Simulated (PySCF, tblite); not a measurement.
# C4H3ClF radical: geometry, infrared bands and EPR parameters

Aim: predict the infrared bands and EPR parameters of C4H3ClF radical (`C=C1[C](Cl)[C@@H]1F`).

Programs: tblite 0.8.0 and PySCF 2.14.0, with density-fitted response routines of our own. Each step states its level of theory. These are calculated values for one molecule in the gas phase, unless marked as measured. Atoms count from 0, in the outputs and in this text.

## 1. Starting geometry

9 atoms, charge 0, multiplicity 2; geometry from: force field or distance geometry start.

Bonds of the start (Å): C0–C1 1.33, C1–C2 1.38, C2–Cl3 1.73, C2–C4 1.48, C4–F5 1.38, C4–C1 1.39, C0–H6 1.08, C0–H7 1.09, C4–H8 1.08.

## 2. Geometry optimisation with GFN2-xTB

The job: settings as JSON, then the geometry in Å.

```
{"job": {"kind": "relax", "xc": "GFN2-xTB", "basis": "xTB"}, "charge": 0, "multiplicity": 2}
C      1.550800    -0.011700     0.175800
C      0.222700     0.024300     0.153100
C     -0.908600     0.729400     0.509400
Cl    -1.334000     2.149200    -0.383300
C     -0.983400    -0.575800    -0.179600
F     -1.434300    -1.658600     0.542600
H      2.086800    -0.841600    -0.253200
H      2.120700     0.804700     0.622600
H     -1.307200    -0.613900    -1.212500
```

On the command line:

```
OMP_NUM_THREADS=1 python probes_run.py task.json out
```

One launch serves the whole session: the jobs run in the order shown.

Log:

```text
step      E/eV     max force
  0    -522.83840    5.160
  1    -522.95249    4.898
  2    -523.10547    0.990
  3    -523.14426    0.633
  4    -523.17472    0.579
  5    -523.22129    0.495
  6    -523.24341    0.583
  7    -523.27093    0.610
  8    -523.29607    0.547
  9    -523.32604    0.621
 10    -523.35745    0.504
 11    -523.38863    0.435
 12    -523.41175    0.390
 13    -523.43086    0.394
 14    -523.44860    0.368
 15    -523.46289    0.389
 16    -523.47226    0.237
 17    -523.47676    0.205
 18    -523.47717    0.340
 19    -523.48074    0.178
 20    -523.48290    0.164
 21    -523.48810    0.257
 22    -523.49145    0.291
 23    -523.49396    0.212
 24    -523.49716    0.148
 25    -523.50104    0.192
 26    -523.50315    0.175
 27    -523.50432    0.081
 28    -523.50485    0.061
 29    -523.50522    0.067
 30    -523.50554    0.070
 31    -523.50581    0.053
 32    -523.50604    0.047
 33    -523.50625    0.052
 34    -523.50645    0.050
 35    -523.50663    0.039
 36    -523.50676    0.035
 37    -523.50687    0.037
 38    -523.50697    0.031
 39    -523.50705    0.022
 40    -523.50710    0.013
 41    -523.50712    0.015
 42    -523.50714    0.018
 43    -523.50717    0.014
 44    -523.50719    0.011
 45    -523.50719    0.006
```

Wall time 0.16 s (1 thread of Arm Neoverse V2, shared host).

The steps of the relaxation: (not every step is listed)

```tsv
step	energy from step 0 (eV)	largest force (eV/Å)
0	0.0000	5.1600
1	-0.1141	4.8985
2	-0.2671	0.9904
3	-0.3059	0.6331
4	-0.3363	0.5794
5	-0.3829	0.4947
6	-0.4050	0.5830
7	-0.4325	0.6098
8	-0.4577	0.5475
11	-0.5502	0.4351
14	-0.6102	0.3680
17	-0.6384	0.2049
20	-0.6445	0.1642
23	-0.6556	0.2122
26	-0.6648	0.1746
29	-0.6668	0.0673
32	-0.6676	0.0466
35	-0.6682	0.0389
38	-0.6686	0.0314
40	-0.6687	0.0132
41	-0.6687	0.0154
42	-0.6687	0.0175
43	-0.6688	0.0139
44	-0.6688	0.0110
45	-0.6688	0.0058
```

Close pairs (by a distance rule), those that changed most:

```tsv
bond	before (Å)	after (Å)	change (Å)
C1–C4	1.388	1.501	+0.114
C2–Cl3	1.730	1.666	-0.064
C0–H7	1.091	1.076	-0.016
C0–C1	1.329	1.343	+0.015
C1–C2	1.380	1.367	-0.013
C2–C4	1.478	1.468	-0.009
C4–H8	1.083	1.086	+0.003
C4–F5	1.377	1.381	+0.003
```

The final coordinates are the input of the step that follows.

## 3. Harmonic vibrations with GFN2-xTB

The job: settings as JSON, then the geometry in Å.

```
{"job": {"kind": "ir", "xc": "GFN2-xTB", "basis": "xTB"}, "charge": 0, "multiplicity": 2}
C      1.628134    -0.035070     0.195070
C      0.305330     0.100774     0.003615
C     -0.842187     0.842204    -0.029027
Cl    -1.649854     2.268276     0.269437
C     -0.986956    -0.588854    -0.325006
F     -1.557262    -1.419717     0.618549
H      2.100095    -0.998034     0.122230
H      2.242681     0.815751     0.429899
H     -1.226419    -0.979336    -1.309945
```

Log:

```text
mode    cm-1     km/mol
  1      98.9      4.30
  2     181.5      0.29
  3     196.8      2.20
  4     333.4      3.15
  5     434.6      4.49
  6     521.8      1.79
  7     543.6      5.07
  8     580.6      9.62
  9     772.0     30.81
 10     824.9     10.57
 11     925.7     87.33
 12     968.2      5.50
 13    1001.0     42.25
 14    1158.2     29.06
 15    1241.0     21.16
 16    1305.2     17.75
 17    1419.0     15.07
 18    1742.1     10.30
 19    2983.9     16.97
 20    3110.0      2.45
 21    3144.9     10.52
```

It took 0.15 s on 1 thread of Arm Neoverse V2, shared host.

Which atoms move in the most intense modes:

```tsv
cm⁻¹	km/mol	atoms
772	30.8	H6 40 %, H7 35 %, C0 23 %
926	87.3	C4 38 %, F5 27 %, C2 19 %
1001	42.2	H6 29 %, H7 23 %, C0 18 %, C4 11 %
1158	29.1	C4 38 %, C1 23 %, C2 18 %
1241	21.2	H8 81 %
1305	17.8	C2 33 %, H7 18 %, H6 16 %, C1 11 %
1419	15.1	H6 30 %, H7 27 %, C0 25 %, C2 14 %
2984	17.0	H8 93 %
```

## 4. EPR parameters: B3LYP/pcH-1

Settings changed since step 3:

```diff
@@ -1,2 +1,2 @@
-{"job": {"kind": "ir", "xc": "GFN2-xTB", "basis": "xTB"}, "charge": 0, "multiplicity": 2}
+{"job": {"kind": "epr", "basis": "pcH-1"}, "charge": 0, "multiplicity": 2}
 C      1.628134    -0.035070     0.195070
```

With the program's defaults for keys left out, this is: UKS B3LYP, pcH-1 on C Cl F H, non-relativistic, mean-field spin-orbit, GIAO.

Log:

```text
UKS, coarse grid
  cycle   1  E = -714.09629155  |g| = 4.06e-01
  cycle   2  E = -713.99601692  |g| = 6.63e-01
  cycle   3  E = -714.15026042  |g| = 8.37e-02
  cycle   4  E = -714.15268166  |g| = 5.57e-02
  cycle   5  E = -714.15421583  |g| = 1.21e-02
  cycle   6  E = -714.15431508  |g| = 5.12e-03
  cycle   7  E = -714.15434075  |g| = 3.14e-03
  cycle   8  E = -714.15434746  |g| = 1.11e-03
  cycle   9  E = -714.15434818  |g| = 2.98e-04
UKS, final grid
  cycle   1  E = -714.15435747  |g| = 4.01e-04
  cycle   2  E = -714.15435738  |g| = 6.02e-04
  cycle   3  E = -714.15435754  |g| = 3.84e-05
  cycle   4  E = -714.15435754  |g| = 1.47e-05
E = -714.15435754 Eh   <S^2> = 0.7723 (exact 0.7500)
g shifts (ppm)      1          2          3
  rmc          -168       -168       -168
  gc              0         40         43
  oz_so        -267       3425       4172
  total        -435       3297       4047
hyperfine (MHz)  atom isotope    a_iso     a_fc   dipolar eigenvalues
    0   13C      52.03      52.13    -50.55    -49.60    100.15
    1   13C     -49.37     -49.39    -27.17      7.07     20.11
    2   13C      75.69      75.33    -49.75    -45.97     95.73
    3  35Cl       6.87       6.92    -21.00    -14.78     35.78
    4   13C      -8.31      -8.29     -3.24     -0.57      3.81
    5   19F      87.93      87.25    -50.76    -35.79     86.55
    6    1H     -41.95     -41.94    -23.94     -0.79     24.73
    7    1H     -40.34     -40.35    -22.62     -1.24     23.86
    8    1H      32.85      32.86     -2.53     -1.61      4.14
```

Run time: 28 s. Hardware: 1 thread of Arm Neoverse V2, shared host; peak memory 0.72 GiB.

Principal g values 2.00188, 2.00562, 2.00637; g(iso) = 2.00462, against 2.00232 for a free electron.

Hyperfine couplings, nucleus by nucleus at this fixed geometry (no averaging over rotations):

```tsv
nuclei	isotope	a(iso) (MHz)	a(iso) (G, at g = 2.0023)	largest dipolar term (MHz)
F5	19F	87.9	31.4	86.5
C2	13C	75.7	27.0	95.7
C0	13C	52.0	18.6	100.1
C1	13C	-49.4	-17.6	-27.2
H6	1H	-41.9	-15.0	24.7
H7	1H	-40.3	-14.4	23.9
H8	1H	32.9	11.7	4.1
C4	13C	-8.3	-3.0	3.8
Cl3	35Cl	6.9	2.5	35.8
```

Mulliken spin populations:

```tsv
atom	value (e)
C0	0.67
C1	-0.23
C2	0.52
Cl3	0.07
C4	-0.02
F5	0.01
H6	-0.03
H7	-0.03
H8	0.02
```

In first order the couplings over 0.8 MHz of 19F, 1H, 35Cl give 64 distinct lines over 79.8 G.

Orbitals, density, ELF and potential are computed afterwards from the orbital file.

ELF in a plane through or near 7 of the atoms.

Values, 10 rows by 14 columns:
```
0.00 0.00 0.00 0.00 0.00 0.00 0.00 0.00 0.00 0.00 0.00 0.00 0.00 0.00
0.00 0.00 0.00 0.00 0.00 0.00 0.00 0.11 0.40 0.41 0.15 0.03 0.00 0.00
0.00 0.00 0.00 0.00 0.00 0.00 0.00 0.36 0.89 0.49 0.78 0.53 0.07 0.00
0.00 0.00 0.37 0.98 0.94 0.09 0.04 0.18 0.69 0.24 0.87 0.78 0.20 0.00
0.00 0.00 0.47 0.98 0.98 0.53 0.55 0.91 0.90 0.60 0.08 0.06 0.01 0.00
0.00 0.00 0.09 0.73 0.62 0.42 0.48 0.80 0.34 0.74 0.14 0.01 0.00 0.00
0.00 0.00 0.50 0.99 0.99 0.40 0.10 0.52 0.45 0.29 0.05 0.00 0.00 0.00
0.00 0.00 0.00 0.11 0.13 0.01 0.00 0.01 0.03 0.06 0.02 0.00 0.00 0.00
0.00 0.00 0.00 0.00 0.00 0.00 0.00 0.00 0.00 0.00 0.00 0.00 0.00 0.00
0.00 0.00 0.00 0.00 0.00 0.00 0.00 0.00 0.00 0.00 0.00 0.00 0.00 0.00
```
The map spans 9.6 Å across and 9.6 Å up, centred on the molecule. Atoms in the plane (x, y in Å): C0 (-1.6, 0.1), C1 (-0.3, 0.1), C2 (0.9, 0.8), Cl3 (1.7, 2.2), C4 (1.0, -0.7), H6 (-2.2, -0.9), H7 (-2.2, 1.0).

log10 of the density (e/Å³) in the same plane.

Ten even steps from ' ' (-4.0) to '@' (1.8):
```
                                  ......                
                            ..::::::::::::::..          
                          ::::--==========--::::..      
                        ..::--==++++++++++==----::..    
            ............::--==++**######****====::::    
        ..::::----::::::----==++**##@@@@##**++==--::....
      ..----==========--====++****########**++==--::....
    ..::--==++****++++++++++****######****++==--::......
    ..::==++**######******####%%@@##**++====----..      
    ..::--==****##%%######%%########**++==--::::..      
    ..::--==****####################**++==--::..        
    ..::--==**####************##@@##****==--::..        
    ..::--==++****++++====++++********++==--::..        
      ..::--========------====++++++++++==--::..        
        ....::::::::::::::::----========--::..          
            ..........  ....::::::----::::..            
                                                        
                                                        
                                                        
                                                        
```
The map spans 9.6 Å across and 9.6 Å up, centred on the molecule. Atoms in the plane (x, y in Å): C0 (-1.6, 0.1), C1 (-0.3, 0.1), C2 (0.9, 0.8), Cl3 (1.7, 2.2), C4 (1.0, -0.7), H6 (-2.2, -0.9), H7 (-2.2, 1.0).

On the surface of density 0.002 e/bohr³ the electrostatic potential runs, from the 1st to the 99th percentile, from -1.05 V near F5 to 1.10 V near H7.

The spin density lies nearest to C0, C2 about 33 % each; C1 10 % (beta excess); Cl3 8 %.

## 5. Summary of results

| quantity | value |
| --- | --- |
| strongest single infrared mode (GFN2-xTB) | 926 cm⁻¹, 87 km/mol |
| zero-point energy (GFN2-xTB) | 33.6 kcal/mol |
| g(iso) (B3LYP) | 2.00462 |
| ⟨S²⟩ | 0.772 (exact 0.75) |
| largest a(iso) | 19F on F5, 87.9 MHz |
| surface potential, 1st and 99th percentile | -1.05 V and 1.10 V |

In words: The optimisation took 45 steps and gained 0.669 eV; among the close pairs (by a distance rule), C1–C4 changed most, from 1.388 to 1.501 Å. All 21 modes are real, so the xTB geometry is a minimum. The strongest single mode, at 926 cm⁻¹, is spread over several atoms, C4, F5, C2 among them. GFN2-xTB is a fitted tight-binding method: band positions and strengths are rough. Its intensities can rank the bands wrongly. The largest spin populations lie on C0 (0.67 e), C2 (0.52 e). The isotropic g lies 2.3 ppt above the free-electron value.
